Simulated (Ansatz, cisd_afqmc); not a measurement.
System: H2O2, charge 1, doublet. H2O2+ (parent SMILES OO, doublet).
B3LYP-D3(BJ)/def2-TZVP minimum from Ansatz (a quantum-chemistry and plane-wave program):
```
O
H 1 0.9984
O 1 1.3082 2 104.59
H 3 0.9984 1 104.59 2 180.00
```
Charge +1, spin multiplicity 2.

Total energies in cc-pVDZ, 13 correlated electrons, 2 frozen orbitals. UHF or UKS for unpaired electrons; spin-orbit terms are left out. Cores are frozen in correlated methods. No relativity. AFQMC is phaseless with a CISD trial state; ± is one standard error, without the phaseless bias. Outlying blocks are dropped, and bars are widened where a walk drifts. Over all cases where full CI ran beside it in this data, AFQMC minus full CI had a median of +0.1 mEh and passed +0.4 mEh in a tenth of the cases.

| method | program | energy (Eh) | minus CCSDT(Q) (mEh) |
|---|---|---|---|
| HF | Ansatz | -150.43084 | 398.65 |
| MP2 | Ansatz | -150.80608 | 23.41 |
| CCSD | Ansatz | -150.81696 | 12.53 |
| CCSD(T) | Ansatz | -150.82743 | 2.05 |
| CCSDT(Q) | Ansatz | -150.82949 | 0.00 |
| AFQMC/CISD | cisd_afqmc | -150.8278 ± 0.0004 | 1.7 ± 0.4 |

Rough core times of Ansatz's runs on a shared machine: CCSD(T) under 20 s, CCSDT(Q) 30 s.
